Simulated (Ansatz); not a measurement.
# B3H: the cost of one run

The runs use Ansatz 0.2.0, Gaussian basis; def2-QZVPP, core rule «outside noble gas», up to 3 orbitals frozen.

Plan: UHF; ROHF; CCSD(T) on UHF.

2 further runs of the same task are left out: 2 set aside as unsound or not needed.

### Step 1. The geometry

The geometry is a PBE0/def2-TZVP stationary point (not a proven minimum) of the parent state, kept for this charge and spin.

4 atoms, charge 0, spin multiplicity 3.

Atoms are counted from 1 here; the program's logs count them from 0.

Bond lengths: B1–B2 1.597 Å, B1–B3 1.597 Å, B1–H4 1.184 Å, B2–B3 1.488 Å. Angles: B2–B1–B3 55.5°, B2–B1–H4 152.2°, B3–B1–H4 152.2°, B1–B2–B3 62.2°, B1–B3–B2 62.2°.

### Step 2. UHF

The input, in.yaml:

```yaml
crystal:
  periodic: [false, false, false]
  atoms:
    - {symbol: B, position_ang: [0.000000, 0.000000, 0.877935]}
    - {symbol: B, position_ang: [0.000000, -0.744017, -0.535109]}
    - {symbol: B, position_ang: [0.000000, 0.744017, -0.535109]}
    - {symbol: H, position_ang: [0.000000, 0.000000, 2.062404]}
basis:
  gaussian: {orbitals: "def2-QZVPP.json"}
magnetization: {spin_polarized: true, initial_magnetization: 2}
hamiltonian: {xc: hf}
output: {orbitals: {seedname: orbitals}}
```

Command:

```sh
$ ansatz run in.yaml --threads 1 --pin off --events-out ev --progress --plain --max-ram 2393MiB
```

What time and memory should one allow on 1 thread of Arm Neoverse V1, shared host?

About 14 s, with a peak of 0.37 GiB.
